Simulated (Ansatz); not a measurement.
For hexagonal-diamond C (model structure), PBE in Ansatz (plane waves, PAW) gives:

```
Item                  Value
------------------  -------
lattice constant a  2.512 Å
c axis length       4.180 Å
```

Problem. What does r²SCAN (Ansatz, a quantum-chemistry and plane-wave program, PAW) give for the same quantities?

Solution. 
- lattice constant a: 2.503 Å (falls by 0.4 %)
- lattice parameter c: 4.169 Å (decreases by 0.3 %)

Changes are worked out from the printed values.

Unless a cell is named, each level is at its own relaxed cell (PBE 5.71, r²SCAN 5.66 Å³/atom).

Ansatz's density-functional and Hartree–Fock values are scalar-relativistic unless marked +SOC, with PAW data made under PBE.

A model structure was made by putting elements into a prototype or built by hand; here it ended with the formula and space group of a phase in our tables.
